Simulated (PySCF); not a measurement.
**C3H5F (SMILES C/C=C\F): levels of theory compared**

Aim: a comparison of 6 runs (HF/STO-3G, HF/3-21G, wB97X/STO-3G, PBE0/def2-SVP, SVWN5/pcseg-1, MP2/6-31G) of C3H5F. Input form: a Python script.

Program for the calculation: PySCF 2.14.0.

**1. Starting point**

C3H5F has 9 atoms, charge 0, and is taken as a singlet. As SMILES, `C/C=C\F`. Geometry: relaxed at PBE0-D4/def2-TZVP.

Bond lengths: C1–C2 1.489 Å, C2–C3 1.320 Å, C3–F4 1.342 Å, C1–H5 1.094 Å, C1–H6 1.094 Å, C1–H7 1.090 Å, C2–H8 1.085 Å, C3–H9 1.083 Å. Some angles: C1–C2–C3 125.7°, C2–C3–F4 122.5°, C1–C2–H8 118.7°, C3–C2–H8 115.6°, C2–C1–H5 110.9°, C2–C1–H6 110.9°, C2–C1–H7 111.5°, C2–C3–H9 125.4°, F4–C3–H9 112.1°, H5–C1–H6 106.9°.

**2. Energy and gradient at HF/STO-3G (run 1)**

Contents of input.py:

```python
from pyscf import gto, scf

mol = gto.Mole()
mol.atom = '''
C       -0.394900       0.599500      -0.891900
C       -0.389600      -0.312600       0.284500
C        0.660400      -0.601200       1.030700
F        1.875400      -0.083100       0.795500
H       -0.721500       0.071600      -1.792600
H       -1.092100       1.428500      -0.739000
H        0.594900       1.015100      -1.078800
H       -1.317700      -0.794400       0.574300
H        0.659000      -1.265800       1.886100
'''
mol.max_memory = 1860
mol.charge = 0
mol.spin = 0
mol.basis = 'sto-3g'
mol.verbose = 4
mol.build()

myscf = scf.RHF(mol)
myscf.conv_tol = 1e-10
myscf.kernel()
if not myscf.converged:
    myscf = myscf.newton().run(myscf.mo_coeff, myscf.mo_occ)

e_tot = myscf.e_tot
print('Final energy', e_tot)
grad = myscf.nuc_grad_method().kernel()
myscf.analyze()
```

Launch:

```sh
$ OMP_NUM_THREADS=1 python input.py
```

What it wrote:

```text
PySCF version 2.14.0

[... 63 lines left out ...]
converged SCF energy = -213.117032488823
[... 15 lines left out ...]
One-electron Energy =                 -524.115719063300276
[... 5 lines left out ...]
MO #1   energy= -25.9512208709913  occ= 2
[... 3 lines left out ...]
MO #5   energy= -1.50855910923871  occ= 2
[... 3 lines left out ...]
MO #9   energy= -0.645953635433539 occ= 2
[... 3 lines left out ...]
MO #13  energy= -0.513801042118783 occ= 2
[... 3 lines left out ...]
MO #17  energy= 0.32035115922164   occ= 0
[... 3 lines left out ...]
MO #21  energy= 0.715413842229309  occ= 0
[... 3 lines left out ...]
MO #25  energy= 1.03403137258402   occ= 0
[... 37 lines left out ...]
Dipole moment(X, Y, Z, Debye): -0.86957, -0.29618,  0.07231
```

Run time: 2.8 s. Hardware: 1 thread of Intel Xeon at 2.50GHz (Skylake/Cascade Lake), shared host; peak memory 0.12 GiB.

**3. Energy and gradient at HF/3-21G (run 2)**

Contents of calc.py:

```python
# CC=CF
from pyscf import gto

molecule = gto.Mole()
molecule.atom = [
    ('C', (-0.394900, 0.599500, -0.891900)),
    ('C', (-0.389600, -0.312600, 0.284500)),
    ('C', (0.660400, -0.601200, 1.030700)),
    ('F', (1.875400, -0.083100, 0.795500)),
    ('H', (-0.721500, 0.071600, -1.792600)),
    ('H', (-1.092100, 1.428500, -0.739000)),
    ('H', (0.594900, 1.015100, -1.078800)),
    ('H', (-1.317700, -0.794400, 0.574300)),
    ('H', (0.659000, -1.265800, 1.886100)),
]
molecule.max_memory = 1860
molecule.basis = '3-21g'
molecule.verbose = 3
molecule.spin = 0
molecule.build()

hf = molecule.RHF()
hf.conv_tol = 1e-10
hf.kernel()
if not hf.converged:
    hf = hf.newton().run(hf.mo_coeff, hf.mo_occ)

e_tot = hf.e_tot
print('E = %.10f Eh' % e_tot)
grad = hf.nuc_grad_method().kernel()
dip = hf.dip_moment()
pop, q = hf.mulliken_pop()
```

Launch:

```sh
$ OMP_NUM_THREADS=1 python calc.py
```

What it wrote:

```text
converged SCF energy = -214.743694976056
E = -214.7436949761 Eh
--------------- RHF gradients ---------------
         x                y                z
0 C    -0.0002986278    -0.0090283535     0.0115206633
1 C    -0.0039645800     0.0171504906    -0.0235723843
2 C     0.0304023908     0.0086332513    -0.0001618719
3 F    -0.0217267782    -0.0099841533     0.0050790292
4 H    -0.0021767526    -0.0022469281    -0.0046972292
5 H    -0.0038977364     0.0040983136     0.0002019653
6 H     0.0047810242     0.0028666243    -0.0020080518
7 H    -0.0062242811    -0.0048521248     0.0040047590
8 H     0.0031053411    -0.0066371201     0.0096331203
----------------------------------------------
Dipole moment(X, Y, Z, Debye): -1.67182, -0.55565,  0.12110
 ** Mulliken pop  **
pop of  0 C 1s            1.98821
pop of  0 C 2s            0.35422
pop of  0 C 3s            1.13777
pop of  0 C 2px           0.55806
pop of  0 C 2py           0.54179
pop of  0 C 2pz           0.53730
pop of  0 C 3px           0.58546
pop of  0 C 3py           0.48828
pop of  0 C 3pz           0.42965
pop of  1 C 1s            1.98788
pop of  1 C 2s            0.39093
pop of  1 C 3s            0.93426
pop of  1 C 2px           0.59549
pop of  1 C 2py           0.48736
pop of  1 C 2pz           0.53708
pop of  1 C 3px           0.45073
pop of  1 C 3py           0.54239
pop of  1 C 3pz           0.40775
pop of  2 C 1s            1.98645
pop of  2 C 2s            0.41478
pop of  2 C 3s            0.79326
pop of  2 C 2px           0.48787
pop of  2 C 2py           0.48383
pop of  2 C 2pz           0.56295
pop of  2 C 3px           0.11824
pop of  2 C 3py           0.47959
pop of  2 C 3pz           0.45915
pop of  3 F 1s            1.98527
pop of  3 F 2s            0.44461
pop of  3 F 3s            1.56222
pop of  3 F 2px           0.70483
pop of  3 F 2py           0.86322
pop of  3 F 2pz           0.89312
pop of  3 F 3px           0.91478
pop of  3 F 3py           1.00964
pop of  3 F 3pz           1.02153
pop of  4 H 1s            0.46430
pop of  4 H 2s            0.31647
pop of  5 H 1s            0.46426
pop of  5 H 2s            0.31644
pop of  6 H 1s            0.46530
pop of  6 H 2s            0.29879
pop of  7 H 1s            0.46847
pop of  7 H 2s            0.29753
pop of  8 H 1s            0.48244
pop of  8 H 2s            0.28604
 ** Mulliken atomic charges  **
charge of    0C =     -0.62075
charge of    1C =     -0.33387
charge of    2C =      0.21388
charge of    3F =     -0.39922
charge of    4H =      0.21923
charge of    5H =      0.21929
charge of    6H =      0.23591
charge of    7H =      0.23400
charge of    8H =      0.23152
```

Wall time 3.6 s (1 thread of Intel Xeon at 2.50GHz (Skylake/Cascade Lake), shared host); peak memory 0.12 GiB.

Runs 3 to 5 aren't shown in full; the table further down has their settings and results.

**4. Energy and forces at MP2/6-31G (run 6)**

Contents of calc.py:

```python
# CC=CF
import pyscf.grad
from pyscf import gto, scf, mp

mol = gto.M(
    atom=[
    ('C', (-0.394900, 0.599500, -0.891900)),
    ('C', (-0.389600, -0.312600, 0.284500)),
    ('C', (0.660400, -0.601200, 1.030700)),
    ('F', (1.875400, -0.083100, 0.795500)),
    ('H', (-0.721500, 0.071600, -1.792600)),
    ('H', (-1.092100, 1.428500, -0.739000)),
    ('H', (0.594900, 1.015100, -1.078800)),
    ('H', (-1.317700, -0.794400, 0.574300)),
    ('H', (0.659000, -1.265800, 1.886100)),
],
    basis='6-31g',
    spin=0,
    max_memory=1860,
    verbose=3,
)

mf = scf.RHF(mol)
mf.conv_tol = 1e-10
mf.kernel()
if not mf.converged:
    mf = mf.newton().run(mf.mo_coeff, mf.mo_occ)

pt = mp.MP2(mf, frozen=4).run()
energy = pt.e_tot
print('E(%s) = %.9f' % ('MP2', energy))
grad = pt.Gradients().kernel()
mf.analyze()
```

Launch:

```sh
$ OMP_NUM_THREADS=1 python calc.py
```

What it wrote:

```text
converged SCF energy = -215.850030289772
[... 15 lines left out ...]
MO #4   energy= -11.2297612942578  occ= 2
[... 5 lines left out ...]
MO #10  energy= -0.674952237418439 occ= 2
[... 5 lines left out ...]
MO #16  energy= -0.364778764375007 occ= 2
[... 5 lines left out ...]
MO #22  energy= 0.320058635244508  occ= 0
[... 5 lines left out ...]
MO #28  energy= 0.803722186259872  occ= 0
[... 5 lines left out ...]
MO #34  energy= 1.06986694981275   occ= 0
[... 5 lines left out ...]
MO #40  energy= 1.38060303151241   occ= 0
[... 5 lines left out ...]
MO #46  energy= 2.4764062928447    occ= 0
[... 10 lines left out ...]
Dipole moment(X, Y, Z, Debye): -1.97017, -0.59324,  0.06319
```

Run time: 8.1 s. Hardware: 1 thread of Intel Xeon at 2.50GHz (Skylake/Cascade Lake), shared host; peak memory 0.15 GiB.

**5. Overview of the runs**

```
run          level  integration grid  frozen core orbitals  energy (Eh)  dipole moment (D) of the reference  HOMO energy (eV)  LUMO energy (eV)  wall time
  1      HF/STO-3G                 –                     –  -213.117032                                0.92             -7.89              8.72      2.8 s
  2       HF/3-21G                 –                     –  -214.743695                                1.77             -9.85              5.21      3.6 s
  3   wB97X/STO-3G                 5                     –  -214.241008                                0.50             -6.86              6.45       19 s
  4  PBE0/def2-SVP                 5                     –  -216.739334                                1.35             -7.14              0.85       44 s
  5  SVWN5/pcseg-1                 5                     –  -215.362120                                1.35             -6.13             -0.53       30 s
  6      MP2/6-31G                 –                     4  -216.236211                                2.06             -9.93              5.00      8.1 s
```

**6. What came out**

| quantity | value |
| --- | --- |
| run 6: total energy | -216.23621 Eh |
| run 6: dipole moment (Hartree–Fock density) | 2.06 D |
| run 6: HOMO energy (Hartree–Fock orbitals) | -9.93 eV |
| run 6: LUMO energy (Hartree–Fock orbitals) | 5.00 eV |
| run 6: HOMO–LUMO gap (Hartree–Fock orbitals) | 14.93 eV |
| run 6: correlation energy (4 core orbitals frozen) | -386.2 mEh |
| run 6: largest force on an atom | 3.227 eV/Å |

In words: Over runs 1, 2, 3, 4, 5 the dipole moment (its size) runs from 0.50 D (wB97X/STO-3G) to 1.77 D (HF/3-21G). The two ends differ in method and basis. Over runs 1, 2, 3, 4, 5 the HOMO–LUMO gap runs from 5.59 eV (SVWN5/pcseg-1) to 16.61 eV (HF/STO-3G). Totals of different functionals can't be ranked against each other. In runs 1, 3 the basis is minimal, so the values are rough. All runs together took 1.8 min, the longest 44 s.
